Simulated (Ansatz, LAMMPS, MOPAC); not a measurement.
**Ladder of methods for the elastic constant C44 of 3C-SiC**

Reference value: 256 GPa (measured, temperature not stated, no zero-point or thermal correction; as tabulated in Råsander and Moram (2015), arXiv:1505.02379).

Put these levels in order of the elastic constant C44 that they give for 3C-SiC, smallest first: EDIP SiC.edip (LAMMPS), PBE-D3(BJ) (Ansatz, a quantum-chemistry and plane-wave program), PM7 semi-empirical Hartree-Fock (MOPAC).

PM7 semi-empirical Hartree-Fock (MOPAC) (156 GPa), EDIP SiC.edip (170 GPa), PBE-D3(BJ) (248 GPa)

Unless a cell is named, each level is at its own relaxed cell (EDIP SiC.edip 10.38, PM7 semi-empirical Hartree-Fock (MOPAC) 11.25, PBE-D3(BJ) 10.28 Å³/atom).

Differences against the reference: EDIP SiC.edip -34 %, PM7 semi-empirical Hartree-Fock (MOPAC) -39 %, PBE-D3(BJ) -3.1 %.

The measured value isn't corrected to a static lattice, so vibrations enter the comparison. A static lattice is as a rule stiffer than a warm one, by over a tenth in soft solids.  PM7 semi-empirical Hartree-Fock (MOPAC): the method was fitted mainly to molecules. PM7 semi-empirical Hartree-Fock (MOPAC): the run uses a supercell at the zone centre in place of a k mesh. PBE-D3(BJ): the dispersion coefficients are held fixed in the derivatives. Each level is taken at its own relaxed cell. Ansatz's density-functional and Hartree–Fock values are scalar-relativistic unless marked +SOC, with PAW data made under PBE.

Empirical potentials (EDIP SiC.edip) are fitted to chosen data: where that held the value shown, agreement is built in, and what lay outside the fit can be far off.

Differences are worked out from the printed values.
